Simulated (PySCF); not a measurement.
Compound: propynal, C3H2O.
Numbering: `[CH:1]#[C:2][CH:3]=[O:4]` (hydrogens: H5 on C1; H6 on C3)

Level of theory: PySCF, B3LYP/def2-TZVP geometry optimisation, gas phase.

Entries marked ? are missing.

```csv
coordinate,value
C1≡C2,1.202 Å
C2–C3,?
C3=O4,?
C1–H5,1.064 Å
C3–H6,1.105 Å
C2–C1–H5,178.8°
C1–C2–C3,?
C2–C3–O4,?
C2–C3–H6,?
O4–C3–H6,121.6°
```

Q: Fill in the missing values.

A: 
- C2–C3 = 1.446 Å, drawn single (alkyne carbon to aldehyde carbon); 0.03 Å above the sum of covalent radii, 1.42 Å.
- C3=O4 = 1.206 Å, drawn double (aldehyde carbon to aldehyde oxygen); 0.18 Å below the sum of covalent radii, 1.39 Å.
- C1–C2–C3 = 177.0°, at the alkyne carbon; the outer atoms are 2.647 Å apart.
- C2–C3–O4 = 124.1°, at the aldehyde carbon; the outer atoms are 2.345 Å apart.
- C2–C3–H6 = 114.4°, at the aldehyde carbon; the outer atoms are 2.151 Å apart.

Radii are Cordero's, carbon taken as 0.76, 0.73 or 0.69 Å for four, three, and two or fewer neighbours.

Stationary, but not proved a minimum.
